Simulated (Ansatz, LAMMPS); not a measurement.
# Lattice constant a of fcc Au: levels of theory against measurement

Reference value: 4.062 Å (measured, static lattice: zero-point anharmonic expansion removed; as tabulated in Mejia-Rodriguez and Trickey (2018), arXiv:1807.09216).

Problem. Put these levels in order of the lattice constant a that they give for fcc Au, smallest first: LDA (Ansatz, a quantum-chemistry and plane-wave program), MEAM library.meam-Au (LAMMPS), rVV10 (Ansatz), r²SCAN+SOC (Ansatz).

Solution. LDA (4.047 Å), MEAM library.meam-Au (4.070 Å), r²SCAN+SOC (4.111 Å), rVV10 (4.197 Å)

Errors against the reference: MEAM library.meam-Au +0.20 %, LDA -0.37 %, rVV10 +3.32 %, r²SCAN+SOC +1.21 %.

Density-functional levels without +SOC have no spin–orbit coupling. Cutoffs and k meshes differ between the levels. Ansatz's density-functional and Hartree–Fock values are scalar-relativistic unless marked +SOC, with PAW data made under PBE.

Empirical potentials (MEAM library.meam-Au) are fitted to chosen data, which need not cover the solid at hand: agreement can be built in, and what lay outside the fit can be far off.

Differences are worked out from the printed values.
